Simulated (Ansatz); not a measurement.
A nudged elastic band was laid between two geometries of BClFH + H2 (6 atoms, charge 0, multiplicity 1).

The calculation used RKS LDA/def2-SVP (Ansatz).

```yaml
movable_images: 9
climbing_image: yes
spring: 5.0 eV/Å²
optimiser: quadratic models (default)
start_path: through a guess of the saddle point
force_threshold: 0.05 eV/Å
iteration_limit: 60
end_points: relaxed
```

First end point:

```xyz
6
Properties=species:S:1:pos:R:3
B 0.029 -0.349 0.048
F 0.052 -0.840 1.262
Cl 1.518 -0.279 -0.852
H -1.022 -0.003 -0.453
H 0.518 1.992 0.648
H 0.054 1.942 1.277
```

Last end point:

```xyz
6
Properties=species:S:1:pos:R:3
B 0.111 0.398 -0.170
F 0.056 -0.044 1.614
Cl 1.548 -0.385 -0.804
H -0.977 0.000 -0.535
H 0.243 1.589 0.146
H 0.168 0.906 1.678
```

(1) What changes between the two ends?

(2) What energy profile does the band end with?

(3) What is the geometry of the highest image?

(4) What are the harmonic wavenumbers there?

## Answers

(1) Bonds broken: B1–F2, H5–H6. Bonds formed: B1–H5, F2–H6. BClFH + H2 becomes BClH2 + FH.

(2) It converged. The highest image is number 8 of 0 to 10, 1.34 eV above the first end and 0.08 eV above the last; the last end lies 1.27 eV above the first. A vibrational analysis at the climbing image gives one clearly imaginary mode, 694i cm⁻¹: a first-order saddle point. The orbitals stay closed-shell, which can raise the energy where a bond breaks towards radicals; this wasn't checked here.

```tsv
image	path coordinate (Å)	energy (eV)	B1–F2 (Å)	H5–H6 (Å)	B1–H5 (Å)
0	0.00	0.00	1.31	0.78	2.47
1	0.22	0.00	1.31	0.78	2.39
2	0.43	0.02	1.31	0.78	2.23
3	0.65	0.07	1.32	0.78	2.05
4	0.87	0.18	1.33	0.79	1.86
5	1.09	0.39	1.35	0.80	1.67
6	1.31	0.75	1.41	0.85	1.51
7	1.52	1.18	1.51	0.98	1.39
8	1.74	1.34	1.63	1.15	1.31
9	1.98	1.29	1.78	1.40	1.26
10	2.21	1.27	1.84	1.68	1.24
```

(3) 
```xyz
6
Properties=species:S:1:pos:R:3
B 0.103 0.295 -0.014
F 0.086 -0.101 1.572
Cl 1.561 -0.303 -0.786
H -0.985 0.044 -0.488
H 0.209 1.556 0.324
H 0.174 0.973 1.321
```

(4) 694i, 277, 626, 751, 802, 949, 1022, 1114, 1374, 1979, 2298, 2603 cm⁻¹.

Run time: 4.5 min on 1 thread of Intel(R) Xeon(R) Platinum 8259CL CPU @ 2.50GHz (Skylake/Cascade Lake), with other jobs on the host, peak memory 0.12 GiB.
